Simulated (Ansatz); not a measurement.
## [OH···H···GeH3], doublet along the distance O1-H3

Starting geometry:

```yaml
atoms:
  - { symbol: O, position_ang: [-2.6179, -0.0100, 0.0000] }
  - { symbol: H, position_ang: [-2.8672, 0.9166, 0.0000] }
  - { symbol: H, position_ang: [-1.6584, -0.0100, 0.0000] }
  - { symbol: Ge, position_ang: [0.5951, -0.0100, 0.0000] }
  - { symbol: H, position_ang: [1.0638, -1.4759, 0.0000] }
  - { symbol: H, position_ang: [1.0638, 0.7230, -1.2695] }
  - { symbol: H, position_ang: [1.0638, 0.7230, 1.2695] }
```

From there atom H3 is moved from one fragment to the other while all else, the fragments' distance too, stays fixed, so the hump isn't the reaction's barrier; atoms are numbered as listed. Energies are in eV, counted from the starting geometry at the same level.

Basis cc-pVDZ; Ansatz 0.2.0. Correlated methods freeze the noble-gas cores and the filled d shells of p-block atoms. Prefix R: restricted or restricted open-shell reference; prefix U: unrestricted. No spin–orbit coupling is included, and no scalar relativity.

For open shells CISD is restricted-active-space CI with the open shells as a complete middle space.

Full CI isn't at hand for all of this; UCCSDT(Q) serves as the reference, and is uncertain by the last step of the cluster series or more.

| distance O1-H3 (Å) | CISD |
| --- | --- |
| 0.960 | 0.000 |
| 1.063 | 0.233 |
| 1.270 | 1.165 |
| 1.476 | 1.479 |
| 1.683 | 1.241 |

Question: Estimate the UCCSDT(Q) curve in cc-pVDZ from this one, knowing how CISD errs.

Answer: The computed UCCSDT(Q) values, in eV from the starting point, and the error of CISD against them:
```csv
distance O1-H3 (Å),UCCSDT(Q),CISD less UCCSDT(Q)
0.960,0.000,0.000
1.063,0.185,0.048
1.270,1.001,0.164
1.476,1.344,0.135
1.683,1.287,-0.046
```

The error spans 0.210 eV and is largest, 0.164 eV, at 1.270 Å.
